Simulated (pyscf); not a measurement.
Thermochemistry of product channels of `[B][Cl]` [singlet] + `[H]` [doublet] on the doublet surface, in eV, from CCSD(T)/def2-TZVPP + ΔMP2(QZVPP) energies (ideal gas, 1 atm, RRHO with modes under 100 cm⁻¹ raised to 100, one conformer, R ln 2 for rigid chiral ones). Single points on ωB97X-D3(BJ)/def2-SVP structures (PySCF, gas phase). Correlated levels are frozen-core, on RHF or UHF. ΔMP2 is the change of the MP2 total energy from the triple- to the quadruple-zeta basis.

| products | ΔE | ΔH(298 K) | ΔG(298 K) | ΔG(1200 K) |
|---|---|---|---|---|
| `[BH][Cl]` [doublet] | -2.81 | -2.64 | -2.37 | -1.46 |
| `[BH]` [singlet] + `[Cl]` [doublet] | +1.59 | +1.68 | +1.67 | +1.67 |

These are energies of the channels, which say nothing of barriers. The CCSD(T) − MP2 part came from Ansatz, without density fitting, on the same reference. Left out: orbital degeneracy and the spin-orbit lowering of Cl.
